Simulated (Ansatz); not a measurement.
# CH6NSi+ (SMILES C=[NH+][SiH3]): one structure at several levels

One table from this session's results is given with a row withheld; the runs are named, their logs left out.

Program: Ansatz 0.2.0, Gaussian basis. Level of theory: single points in def2-TZVPP. These are calculated values, not measurements.

Correlated methods freeze the cores.

## Where the work starts

SMILES `C=[NH+][SiH3]`, 9 atoms, charge 1, spin multiplicity 1.

Atoms are counted from 1 here; the program's logs count them from 0.

Bond lengths: C1–N2 1.256 Å, C1–H4 1.109 Å, C1–H5 1.131 Å, N2–Si3 1.884 Å, N2–H6 1.014 Å, Si3–H7 1.486 Å, Si3–H8 1.477 Å, Si3–H9 1.433 Å. Angles: N2–C1–H4 119.2°, N2–C1–H5 123.5°, H4–C1–H5 117.3°, C1–N2–Si3 128.4°, C1–N2–H6 115.8°, Si3–N2–H6 115.4°, N2–Si3–H7 104.0°, N2–Si3–H8 100.3°, N2–Si3–H9 98.7°, H7–Si3–H8 115.5°, H7–Si3–H9 117.6°, H8–Si3–H9 116.2°.

Coordinates:

```xyz
9

C    -0.7641    0.6810   -1.0654
N     0.2792    0.2883   -0.4865
Si    0.4295   -0.7023    1.1096
H    -1.7520    0.4301   -0.6287
H    -0.7579    1.2838   -2.0228
H     1.1532    0.6284   -0.8722
H    -0.9793   -0.9448    1.5151
H     1.1768    0.2575    1.9467
H     1.1766   -1.8154    0.6045
```

Set-up of the first run:

Input file run/in.yaml:

```yaml
crystal:
  periodic: [false, false, false]
  atoms:
    - {symbol: C, position_ang: [-0.764134, 0.681019, -1.065425]}
    - {symbol: N, position_ang: [0.279172, 0.288343, -0.486462]}
    - {symbol: Si, position_ang: [0.429474, -0.702273, 1.109592]}
    - {symbol: H, position_ang: [-1.751998, 0.430095, -0.628724]}
    - {symbol: H, position_ang: [-0.757946, 1.283836, -2.022752]}
    - {symbol: H, position_ang: [1.153166, 0.628416, -0.872158]}
    - {symbol: H, position_ang: [-0.979299, -0.944805, 1.515097]}
    - {symbol: H, position_ang: [1.176840, 0.257523, 1.946659]}
    - {symbol: H, position_ang: [1.176558, -1.815350, 0.604473]}
basis:
  gaussian: {orbitals: def2-TZVPP}
total_charge: 1
hamiltonian: {xc: pbe, dispersion: d4}
output: {forces: true}
```

Launch:

```
> ansatz run in.yaml --threads 2 --pin off --events-out ev --progress --plain --max-ram 3481MiB
```

Steps of the session up to this table: PBE-D4/def2-TZVPP; r2SCAN-D4/def2-TZVPP; PBE0-D4/def2-TZVPP; wB97M-V/def2-TZVPP; CCSD(T)/def2-TZVPP.

One table of the session follows, with a row left open; its other results are not shown here.

| method | RMS force component (eV/Å) | angle to CCSD(T) forces (°) |
| --- | --- | --- |
| PBE-D4 | 0.720 | 12.1 |
| r2SCAN-D4 | 0.686 | 8.9 |
| PBE0-D4 | ? | ? |
| wB97M-V | 0.654 | 10.3 |
| CCSD(T) | 0.806 | reference |

Q: Estimate the row for PBE0-D4 from the others.

The run gave: RMS force component (eV/Å): 0.633; angle to CCSD(T) forces (°): 13.1. In the column «RMS force component (eV/Å)» it is the lowest.
